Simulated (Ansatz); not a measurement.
We consider Na₃Sb (P6₃/mmc, No. 194), described by G0W0@HSE06 (Ansatz, an electronic-structure program, plane waves, hard PAW, contour deformation).

The cell has the measured lattice parameters. Conventional cell: a = 5.3550 Å, b = 5.3550 Å, c = 9.4960 Å, α = 90.00°, β = 90.00°, γ = 120.00°.

The quasiparticle gap at Γ at a fixed k mesh 3×3×1:

| response cutoff | value (eV) |
|---|---|
| 70 eV, 576 empty bands | 1.208 |
| 105 eV, 1058 empty bands | 1.239 |
| 140 eV, 1630 empty bands | 1.252 |
| 175 eV, 2277 empty bands | 1.259 |

Problem. Taking the value to converge with the response cutoff E as E^(−3/2), extrapolate from the last two rows.

Solution. With y = y∞ + c/w and weights w = 1657 and 2315 for the last two rows, y∞ = (w2 y2 − w1 y1)/(w2 − w1) = (2315 × 1.259 − 1657 × 1.252)/658 = 1.277 eV, which lies 0.018 beyond the last row. Successive pairs of rows give 1.276, 1.276, 1.277. The limit also hangs on the law assumed, so its last digits aren't firm.

The other settings are not extrapolated, so this is the limit in one setting alone.

Spin–orbit coupling is not included; with these elements it can move the gap by several tenths of an eV or more.

Note: GW on a hybrid start was not checked against another program.
